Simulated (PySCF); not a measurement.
Isomers of [C5H7F]+ (charge +1 and doublet state), one GFN2-xTB conformer each. Single-point energies are computed at B3LYP/pcH-1 (PySCF, gas phase, no added dispersion term), electronic only. GFN2-xTB treats the open shell by occupation alone, and not every SCF solution was tested for stability.

**Question.** Rank them by B3LYP/pcH-1 energy, lowest first (kcal/mol).
A. `C[C@]1(F)[CH+][CH]C1` [radical]
B. `[CH3:1][C@@H:2]([F:3])[C+:4]1[CH:5][CH2:6]1` (charge +1 and doublet state) with C1–C2–C4–C5 53°
C. `[F:1][CH2:2][C@H:3]1[CH+:4][CH:5][CH2:6]1` (charge +1 and doublet state) with F1–C2–C3–C4 81°, C2–C3–C4–C5 127°, C3–C4–C5–C6 -9°, C4–C5–C6–C3 9°, C2–C3–C6–C5 -119°
D. `[C+]1(C)[C](F)CC1` [radical]
E. `[F:1][CH+:2][C:3]1[CH2:4][CH2:5][CH2:6]1` (charge +1 and doublet state) with F1–C2–C3–C4 0°
F. `CC[C+]=[C]CF` [radical]

**Answer.** D (0.0), E (9.6), C (27.7), A (28.3), F (32.3), B (39.3).

As drawn, the lowest has a four-membered ring, which the highest lacks; the highest has a three-membered ring, which the lowest lacks. Neighbours under 5.0 kcal/mol apart (FC[C@H]1[CH+][CH]C1 and C[C@]1(F)[CH+][CH]C1; C[C@]1(F)[CH+][CH]C1 and CC[C+]=[C]CF) can change places with a better method, another conformer or zero-point energy. GFN2-xTB itself gives, in the same order: 0.0, 2.6, 23.0, 23.5, 22.1, 38.5. Both levels put the same isomer lowest; measured from each level's own lowest isomer, the values differ by up to 10.2 kcal/mol (CC[C+]=[C]CF: 22.1 against 32.3).
